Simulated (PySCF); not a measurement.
# NaCl+: bond curves at several levels of theory

An exercise on one series of results from a longer session: the logs are not shown, and one member is left open.

The runs use PySCF 2.14.0; Na def2-SVP, Cl def2-SVP, no relativity.

Set-up of the first run:

A driver script around PySCF takes these settings:

| Quantity | Value |
| --- | --- |
| atoms | Na, Cl |
| charge | 1 |
| basis | Na def2-SVP, Cl def2-SVP |
| Hamiltonian | no relativity |
| basis functions | 33 |
| electrons treated | 27 |
| masses in u | 22.9898, 34.9689 |
| levels | PBE0, PBE, r²SCAN, BHandHLYP, BP86, BLYP, ωB97X, HF, MP2, SCS-MP2, CCSD, CCSD(T) |
| grid | 80 radial by 434 angular points |
| occupations | held fixed by the projection of orbital angular momentum |
| dissociation limit | Na+ + Cl, each in its ground configuration |
| starting distance in angstrom | 2.645 |
| values of 2S to try | 1, 3 |

Command:

```bash
$ OMP_NUM_THREADS=1 python dia.py task.json out
```

Among the steps run: Set-up; The PBE0 curve of the state that the search chose; Excited determinants; PBE; r²SCAN (meta-GGA); BHandHLYP (global hybrid GGA); BP86; BLYP; ωB97X (range-separated hybrid); UHF (mean field); Correlated methods on the Hartree–Fock reference.

One table of the session follows, with a row left open; its other results are not shown here.

| level | Re (Å) | ωe (cm⁻¹) | De (eV) |
| --- | --- | --- | --- |
| UHF | 2.874 | 141.8 | 0.351 |
| UHF-MP2 | ? | ? | ? |
| UHF-SCS-MP2 | 2.850 | 152.1 | 0.403 |
| UHF-CCSD | 2.846 | 153.6 | 0.409 |
| UHF-CCSD(T) | 2.844 | 154.5 | 0.415 |
| PBE | 2.812 | 155.8 | 0.469 |
| BLYP | 2.814 | 156.9 | 0.496 |
| BP86 | 2.860 | 141.5 | 0.398 |
| r²SCAN | 2.827 | 151.3 | 0.397 |
| PBE0 | 2.812 | 153.5 | 0.420 |
| BHandHLYP | 2.783 | 161.8 | 0.440 |
| ωB97X | 2.844 | 145.5 | 0.386 |

Estimate the missing values for UHF-MP2.

As computed: Re (Å): 2.848; ωe (cm⁻¹): 152.8; De (eV): 0.405. In the column «Re (Å)» it lies between UHF-CCSD (2.846) and UHF-SCS-MP2 (2.850).

De is counted to Na+ + Cl in their ground configurations.
